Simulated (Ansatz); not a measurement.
# Relaxing Fe2W

These are results of DFT r2SCAN, scalar-relativistic, plane waves, PAW in Ansatz, not measurements. Cutoff 500 eV, Γ-centred k mesh, Gaussian smearing, collinear spin, first started from parallel moments.

The start is a database structure of Fe2W, space group P6_3/mmc (No. 194).

```
CELL_PARAMETERS angstrom
4.65741 0.00000 0.00000
-2.32871 4.03344 0.00000
0.00000 0.00000 7.91965
ATOMIC_POSITIONS crystal
Fe 0.00000 0.00000 0.00000
Fe 0.00000 0.00000 0.50000
Fe 0.17034 0.82966 0.25000
Fe 0.34069 0.17034 0.75000
Fe 0.82966 0.65931 0.75000
Fe 0.17034 0.34069 0.25000
Fe 0.65931 0.82966 0.25000
Fe 0.82966 0.17034 0.75000
W 0.33333 0.66667 0.93020
W 0.66667 0.33333 0.43020
W 0.66667 0.33333 0.06980
W 0.33333 0.66667 0.56980
```

Steps on the 6×6×2 mesh (12 atoms). 4 of 5 steps are shown, and the free energy counts from the last. Trial steps that were taken back and renewals of the plane-wave basis can be among the rows.

| step | ΔF (meV/atom) | V (Å³/atom) | P (GPa) | largest force component (eV/Å) |
| --- | --- | --- | --- | --- |
| 1 | 40.0 | 12.40 | 10.25 | 0.960 |
| 2 | 3.4 | 12.83 | 1.10 | 0.229 |
| 3 | 0.8 | 12.90 | 0.25 | 0.146 |
| 5 | 0.0 | 12.92 | 0.06 | 0.036 |

A final relaxation ran on a 12×12×6 mesh. The relaxed crystal, P6_3/mmc (No. 194):

```cif
data_structure
_symmetry_space_group_name_H-M 'P6_3/mmc'
_symmetry_Int_Tables_number 194
_cell_length_a 4.7848
_cell_length_b 4.7848
_cell_length_c 7.8076
_cell_angle_alpha 90.000
_cell_angle_beta 90.000
_cell_angle_gamma 120.000
_cell_volume 154.80
loop_
_atom_site_label
_atom_site_type_symbol
_atom_site_symmetry_multiplicity
_atom_site_Wyckoff_symbol
_atom_site_fract_x
_atom_site_fract_y
_atom_site_fract_z
_atom_site_occupancy
Fe1 Fe 2 a 0.00000 0.00000 0.00000 1
Fe2 Fe 6 h 0.16984 0.83016 0.25000 1
W1 W 4 f 0.33333 0.66667 0.94000 1
```

* Volume per atom: 12.90 Å³
* Density: 12.68 g/cm³
* Energy over the elements: 0.13 eV/atom
* Gap on the 12×12×6 mesh: 0 eV (a metal)
* Net moment per atom: 1.73 μB
* Largest site moment: 2.67 μB

The zero of energy is the elements' standard structures at the same level; no fitted shifts are applied.

The final run used a 12×12×6 mesh on its 12-atom cell and 0.10 eV smearing. The k mesh leaves about 4 meV/atom of noise in metals. Spin–orbit coupling is left out. The magnetic state reached may not be the lowest.

Symmetry constrained the relaxation, so the result can be a saddle point.

Cost: 3 runs of about 21 core-minutes in all, on Intel Xeon 6975P-C (Granite Rapids) (shared hosts).